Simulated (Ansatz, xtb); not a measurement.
**Two isomers of C3H3NO**

Structure a is `c1cocn1`, a singlet and structure b is `N#C[C@@H]1CO1`, a singlet. Both are isolated molecules in the gas phase, relaxed with B3LYP-D3(BJ)/def2-SVP.

Quicker runs give these differences E(b) − E(a): GFN2-xTB +42.8 kcal/mol; HF/STO-3G +23.7 kcal/mol (at GFN2-xTB geometries); r2SCAN-D4/def2-SVP +35.8 kcal/mol (at GFN2-xTB geometries).

Estimate E(b) − E(a) at the level CCSD(T)/def2-SVP + ΔMP2/def2-TZVPP.

Calculated at CCSD(T)/def2-SVP + ΔMP2/def2-TZVPP: E(b) − E(a) = +27.2 kcal/mol, so structure a lies lower.

Level by level:

```
                             level               geometry  E(b) − E(a) (kcal/mol)  departure from the last row (kcal/mol)  job, with rough time for the two
                          GFN2-xTB               GFN2-xTB                     +42.8                                   +15.6             optimisation, 0.088 s
                         HF/STO-3G               GFN2-xTB                     +23.7                                    −3.5               single point, 1.3 s
                r2SCAN-D4/def2-SVP               GFN2-xTB                     +35.8                                    +8.5               single point, 2.1 s
             B3LYP-D3(BJ)/def2-SVP  B3LYP-D3(BJ)/def2-SVP                     +33.5                                    +6.3                 optimisation, 9 s
                       HF/def2-SVP  B3LYP-D3(BJ)/def2-SVP                     +26.3                                    −0.9           part of the CCSD(T) run
                      MP2/def2-SVP  B3LYP-D3(BJ)/def2-SVP                     +27.9                                    +0.7           part of the CCSD(T) run
                  CCSD(T)/def2-SVP  B3LYP-D3(BJ)/def2-SVP                     +28.0                                    +0.8                      single point
CCSD(T)/def2-SVP + ΔMP2/def2-TZVPP  B3LYP-D3(BJ)/def2-SVP                     +27.2                                                       single point, 5.6 s
```

As drawn, b has 1 C≡N, 2 C–C, 2 C–O in place of 1 C∷C, 2 C∷O, 2 C∷N (∷ is an aromatic bond). Structure a has a 5-membered ring (with an aromatic ring), b a 3-membered ring.

The levels shown agree on the order. The largest departure from CCSD(T)/def2-SVP + ΔMP2/def2-TZVPP is that of GFN2-xTB, 15.6 kcal/mol. The last row adds to CCSD(T) the change of the MP2 difference between the two basis sets, here −0.8 kcal/mol.

With harmonic frequencies from B3LYP-D3(BJ)/def2-SVP (ideal gas, rigid rotor, one conformer each, 298.15 K, 1 atm): on the last row, ΔE + ΔZPE = +25.5, ΔH = +26.2, ΔG = +24.8 kcal/mol.

The correlated steps freeze 5 core orbitals. Mirror images aren't counted in ΔG. Programs: Ansatz 0.2.0, xtb 6.7.1; the last row on 4 threads of Intel(R) Xeon(R) Platinum 8488C (Sapphire Rapids) on a shared host.
